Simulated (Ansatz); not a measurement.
Geometry optimisation, RKS BLYP-D4/def2-SVP in Ansatz 0.2.0.

input.yaml

```yaml
crystal:
  periodic: [false, false, false]
  atoms:
    - { symbol: Si, position_ang: [0.0, 0.0, 0.0] }
    - { symbol: O, position_ang: [0.0, 0.0, 2.03] }
    - { symbol: H, position_ang: [-0.9095, -0.2814, 2.3671] }
    - { symbol: H, position_ang: [1.3768, 0.0, -0.4862] }
    - { symbol: H, position_ang: [-0.6877, 1.1914, -0.4862] }
    - { symbol: H, position_ang: [-0.6877, -1.1914, -0.4862] }
    - { symbol: F, position_ang: [0.9864, -1.498, 0.596] }
    - { symbol: H, position_ang: [0.6626, -1.0062, 1.6424] }
basis:
  gaussian: { orbitals: def2-SVP }
hamiltonian:
  xc: blyp
  dispersion: d4
relax:
  f_tol: 0.15
  max_steps: 25
  restrain:
    - { distance: [0, 6], at: 1.59, k: 30.0 }
    - { distance: [7, 1], at: 1.01, k: 30.0 }
    - { distance: [0, 1], at: 2.88, k: 30.0 }
    - { distance: [7, 6], at: 2.12, k: 30.0 }
```

Run as:

```bash
$ ansatz run input.yaml --threads 1 --pin off --max-ram 2048MiB --backend cpu --events-out ev --progress --plain --runs-dir out
```

Task: Where does it end, and by what steps?

Result: The run converged. The restraints hold the end off the free minimum. After 15 steps the energy has fallen by 2.267 eV (the restraints' own energy left out); H4 moved furthest, 1.35 Å. Parted: Si1–O2 (2.03 → 2.88 Å). Joined: O2–H8 (1.27 → 0.99 Å).

```csv
step,energy less start (eV),largest force component (eV/Å),accepted
0,0.0000,2.794,yes
1,0.2181,2.328,yes
2,0.2119,2.120,yes
3,-0.3046,2.007,yes
4,-0.9846,1.662,yes
5,-1.5309,1.242,yes
6,-1.8692,1.444,yes
7,-1.9980,1.063,yes
8,-2.0232,1.118,yes
9,-2.0750,1.306,yes
10,-2.1472,1.368,yes
11,-2.2236,0.751,yes
12,-2.2526,0.702,yes
13,-2.2410,1.212,no
14,-2.2602,0.707,yes
15,-2.2667,0.710,yes
```

```xyz
8
Properties=species:S:1:pos:R:3
Si 0.376 -0.213 -0.395
O -0.548 -0.130 2.334
H -1.152 -0.894 2.450
H 1.025 -0.314 -1.748
H 0.272 1.226 -0.017
H -0.950 -0.900 -0.468
F 1.372 -1.009 0.612
H 0.346 -0.552 2.410
```

The run took 25 s on 1 thread of Arm Neoverse V2, on a shared host, peak memory 0.13 GiB.
